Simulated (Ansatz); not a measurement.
# UBCCD(T)/cc-pVTZ run of BH2O (SMILES [BH]O)

What is the vertical doublet–quartet gap of BH2O at UBCCD(T)/cc-pVTZ? 

The calculation is run with Ansatz 0.2.0.

50 further runs of the same task are left out: 50 set aside as unsound or not needed.

**1. The system as given**

BH2O: 4 atoms, total charge 0, spin state doublet. SMILES: `[BH]O`. Geometry: relaxed at PBE0-D4/def2-TZVP.

Bond lengths: B1–O2 1.333 Å, B1–H3 1.201 Å, O2–H4 0.961 Å. Angles: B1–O2–H4 114.6°, O2–B1–H3 121.0°.

**2. A single-point energy at UBCCD(T)/cc-pVTZ**

job.yaml

```yaml
crystal:
  periodic: [false, false, false]
  atoms:
    - {symbol: B, position_ang: [-0.006100, -0.485500, 0.388300]}
    - {symbol: O, position_ang: [0.119700, 0.544500, -0.448600]}
    - {symbol: H, position_ang: [-1.064200, -1.032400, 0.540300]}
    - {symbol: H, position_ang: [1.006100, 0.913200, -0.500300]}
basis:
  gaussian:
    orbitals: cc-pVTZ
correlation:
  method: bccd_t
  frozen_orbitals: {B: 1, H: 0, O: 1}
accuracy: high
magnetization:
  spin_polarized: true
  initial_magnetization: 1
scf:
  omitted_lower_state_checks: [cluster_reference, increment]
```

Run with:

```sh
ansatz run job.yaml --threads 1 --pin off --max-ram 3480MiB --events-out events.jsonl --progress --plain --runs-dir runs
```

Standard output:

```text
Warning: RAYON_NUM_THREADS=1 ignored (pool sized by the plan → 1); use --threads N
Functional definition: HF
  name "HF"
  exchange = exact_x
  correlation = 0
these checks for a lower state are left out or cut short: cluster_reference, increment
1459 factors; integrals over basis functions are off by at most 3.0e-9 eV
mean field evaluation 1: about -2738.7233 eV, gradient 2.2e1 eV
mean field evaluation 2: about -2738.7256 eV, gradient 2.2e1 eV
mean field evaluation 4: about -2740.8829 eV, gradient 2.5e0 eV
mean field evaluation 8: about -2740.9881 eV, gradient 1.9e-1 eV
mean field -2740.98886962 eV, -100.7294830495 hartree, gradient 2.0e-8 eV, S^2 0.753751; 0 other end points of the search recorded, 0 dependent functions left out
2 core orbitals not correlated: weight in the atoms' cores, before any rotation towards them, 1.000 or more for the frozen orbitals, at most 0.000 for the correlated occupied ones
reference -2740.98886962 eV, -100.7294830495 hartree; 6, 5 occupied and 80, 81 virtual orbitals, 1459 factors
second order -8.74134598 eV of doubles, -0.00000000 eV of singles
cycle   1  -8.82907415 eV  change   -8.8e-2 eV  update   6.8e-2
cycle   2  -9.03640018 eV  change   -2.1e-1 eV  update   2.2e-2
cycle   3  -9.09598041 eV  change   -6.0e-2 eV  update   1.4e-2
cycle   4  -9.08554755 eV  change    1.0e-2 eV  update   4.5e-3
cycle   5  -9.08258098 eV  change    3.0e-3 eV  update   2.1e-3
cycle   6  -9.08248598 eV  change    9.5e-5 eV  update   6.5e-4
cycle   7  -9.08250615 eV  change   -2.0e-5 eV  update   2.5e-4
cycle   8  -9.08251629 eV  change   -1.0e-5 eV  update   1.1e-4
cycle   9  -9.08255349 eV  change   -3.7e-5 eV  update   3.8e-5
cycle  10  -9.08254542 eV  change    8.1e-6 eV  update   1.3e-5
cycle  11  -9.08255678 eV  change   -1.1e-5 eV  update   5.0e-6
cycle  12  -9.08255460 eV  change    2.2e-6 eV  update   1.9e-6
cycle  13  -9.08255605 eV  change   -1.5e-6 eV  update   8.7e-7
cycle  14  -9.08255591 eV  change    1.4e-7 eV  update   3.5e-7
cycle  15  -9.08255575 eV  change    1.6e-7 eV  update   1.2e-7
cycle  16  -9.08255570 eV  change    5.4e-8 eV  update   5.4e-8
cycle  17  -9.08255569 eV  change    9.8e-9 eV  update   3.0e-8
cycle  18  -9.08255569 eV  change   -1.9e-9 eV  update   2.1e-8
cycle  19  -9.08255554 eV  change    1.5e-7 eV  update   7.4e-8
cycle  20  -9.08255558 eV  change   -3.5e-8 eV  update   2.1e-8
cycle  21  -9.08255557 eV  change    5.0e-9 eV  update   8.0e-9
cycle  22  -9.08255557 eV  change   -1.0e-9 eV  update   4.3e-9
cycle  23  -9.08255558 eV  change   -2.3e-9 eV  update   2.5e-9
cycle  24  -9.08255558 eV  change   6.9e-10 eV  update   1.4e-9
perturbative correction -0.34070958 eV, -0.0125208463 hartree
Total energy: -2750.41213478 eV, -101.0757816568 hartree
Checks for a lower state left out: cluster_reference, increment
```

Wall time 33 s (1 thread of Arm Neoverse V1, shared host); peak memory 1.3 GiB.

**3. The quartet**

in.yaml

```yaml
crystal:
  periodic: [false, false, false]
  atoms:
    - symbol: B
      position_ang: [-0.006100, -0.485500, 0.388300]
    - symbol: O
      position_ang: [0.119700, 0.544500, -0.448600]
    - symbol: H
      position_ang: [-1.064200, -1.032400, 0.540300]
    - symbol: H
      position_ang: [1.006100, 0.913200, -0.500300]
basis:
  gaussian: {orbitals: cc-pVTZ}
accuracy: high
scf: {omitted_lower_state_checks: [cluster_reference, increment]}
correlation: {method: bccd_t, frozen_orbitals: {B: 1, H: 0, O: 1}}
magnetization: {spin_polarized: true, initial_magnetization: 3}
```

Run with:

```sh
ansatz run in.yaml --threads 1 --pin off --max-ram 3480MiB --events-out events.jsonl --progress --plain --runs-dir runs
```

Standard output:

```text
Warning: RAYON_NUM_THREADS=1 ignored (pool sized by the plan → 1); use --threads N
[... 4 set-up lines as earlier in the session ...]
these checks for a lower state are left out or cut short: cluster_reference, increment
1459 factors; integrals over basis functions are off by at most 3.0e-9 eV
mean field evaluation 1: about -2732.2698 eV, gradient 1.6e1 eV
mean field evaluation 2: about -2732.2752 eV, gradient 1.6e1 eV
mean field evaluation 4: about -2734.3029 eV, gradient 2.4e0 eV
mean field evaluation 8: about -2734.3877 eV, gradient 1.7e-1 eV
mean field evaluation 16: about -2734.2134 eV, gradient 2.7e0 eV
mean field -2734.38839755 eV, -100.4869201748 hartree, gradient 8.6e-8 eV, S^2 3.763112; 4 other end points of the search recorded, 0 dependent functions left out
2 core orbitals not correlated: weight in the atoms' cores, before any rotation towards them, 1.000 or more for the frozen orbitals, at most 0.000 for the correlated occupied ones
reference -2734.38839755 eV, -100.4869201748 hartree; 7, 4 occupied and 79, 82 virtual orbitals, 1459 factors
second order -7.16254728 eV of doubles, -0.00000000 eV of singles
cycle   1  -7.66382193 eV  change   -5.0e-1 eV  update   4.9e-2
cycle   2  -7.85397562 eV  change   -1.9e-1 eV  update   1.8e-2
cycle   3  -7.87251394 eV  change   -1.9e-2 eV  update   7.8e-3
cycle   4  -7.86936490 eV  change    3.1e-3 eV  update   3.5e-3
cycle   5  -7.87062047 eV  change   -1.3e-3 eV  update   1.3e-3
cycle   6  -7.87073258 eV  change   -1.1e-4 eV  update   4.9e-4
cycle   7  -7.87074986 eV  change   -1.7e-5 eV  update   1.9e-4
cycle   8  -7.87078017 eV  change   -3.0e-5 eV  update   8.4e-5
cycle   9  -7.87077231 eV  change    7.9e-6 eV  update   3.7e-5
cycle  10  -7.87077071 eV  change    1.6e-6 eV  update   1.7e-5
cycle  11  -7.87077458 eV  change   -3.9e-6 eV  update   1.0e-5
cycle  12  -7.87077297 eV  change    1.6e-6 eV  update   7.8e-6
cycle  13  -7.87077336 eV  change   -3.9e-7 eV  update   7.1e-6
cycle  14  -7.87077164 eV  change    1.7e-6 eV  update   6.6e-6
cycle  15  -7.87077189 eV  change   -2.5e-7 eV  update   5.6e-6
cycle  16  -7.87077167 eV  change    2.2e-7 eV  update   3.6e-6
cycle  17  -7.87077227 eV  change   -6.0e-7 eV  update   1.7e-6
cycle  18  -7.87077220 eV  change    7.5e-8 eV  update   7.9e-7
cycle  19  -7.87077207 eV  change    1.3e-7 eV  update   4.4e-7
cycle  20  -7.87077218 eV  change   -1.1e-7 eV  update   2.6e-7
cycle  21  -7.87077215 eV  change    2.8e-8 eV  update   1.8e-7
cycle  22  -7.87077215 eV  change   -2.5e-9 eV  update   1.4e-7
cycle  23  -7.87077213 eV  change    1.5e-8 eV  update   1.2e-7
cycle  24  -7.87077213 eV  change    7.7e-9 eV  update   9.8e-8
cycle  25  -7.87077212 eV  change    3.7e-9 eV  update   7.6e-8
cycle  26  -7.87077211 eV  change    1.0e-8 eV  update   5.4e-8
cycle  27  -7.87077211 eV  change    1.5e-9 eV  update   3.6e-8
cycle  28  -7.87077213 eV  change   -1.3e-8 eV  update   2.5e-8
cycle  29  -7.87077212 eV  change    4.4e-9 eV  update   1.8e-8
cycle  30  -7.87077209 eV  change    3.5e-8 eV  update   5.9e-8
cycle  31  -7.87077209 eV  change   -2.6e-9 eV  update   1.8e-8
cycle  32  -7.87077209 eV  change    2.7e-9 eV  update   7.9e-9
cycle  33  -7.87077208 eV  change    1.0e-9 eV  update   5.0e-9
cycle  34  -7.87077208 eV  change   9.8e-10 eV  update   3.8e-9
cycle  35  -7.87077208 eV  change   9.1e-11 eV  update   3.2e-9
cycle  36  -7.87077208 eV  change  -2.0e-10 eV  update   2.8e-9
cycle  37  -7.87077208 eV  change  -2.0e-10 eV  update   2.5e-9
cycle  38  -7.87077208 eV  change  -1.4e-10 eV  update   2.3e-9
cycle  39  -7.87077208 eV  change   7.9e-11 eV  update   2.0e-9
cycle  40  -7.87077208 eV  change   8.0e-11 eV  update   1.4e-9
perturbative correction -0.21786440 eV, -0.0080063690 hartree
Total energy: -2742.47703403 eV, -100.7841720829 hartree
Checks for a lower state left out: cluster_reference, increment
```

Run time: 44 s. Hardware: 1 thread of Arm Neoverse V1, shared host; peak memory 1.3 GiB.

**4. What came out**

Level: UBCCD(T)/cc-pVTZ, 2 core orbitals frozen.

| quantity | value |
| --- | --- |
| doublet: total energy | -101.07578 Eh |
| doublet: correlation energy (2 core orbitals frozen) | -346.3 mEh |
| doublet: (T) correction | -12.52 mEh |
| doublet: ⟨S²⟩ of the reference determinant | 0.754 |
| quartet: total energy | -100.78417 Eh |
| quartet: correlation energy (2 core orbitals frozen) | -297.3 mEh |
| quartet: (T) correction | -8.01 mEh |
| quartet: ⟨S²⟩ of the reference determinant | 3.763 |
| vertical energy of the quartet above the doublet | 7.935 eV |

In words: At this shape the quartet lies 7.94 eV (766 kJ/mol) above the doublet. The triples (doublet) make up 3.6 % of the correlation energy. The triples (quartet) make up 2.7 % of the correlation energy.
